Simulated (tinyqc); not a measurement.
Inside a calculation. Method: UHF in the sto-3g basis, for H2O, spin multiplicity 3. This run ends on a higher stationary point, not on the lowest solution. One step of it, computed by the program tinyqc.

Problem. Iteration 2: DIIS coefficients. Solve [B -1; -1 0][c; lambda] = [0; -1] for the coefficients, which sum to one.

B (overlaps of the stored error matrices):
```
               1              2
1  1.5623966e+00  2.9457101e-01
2  2.9457101e-01  6.5966508e-02
```

Give: DIIS coefficients.

Solution.

DIIS coefficients: -0.2200  1.2200
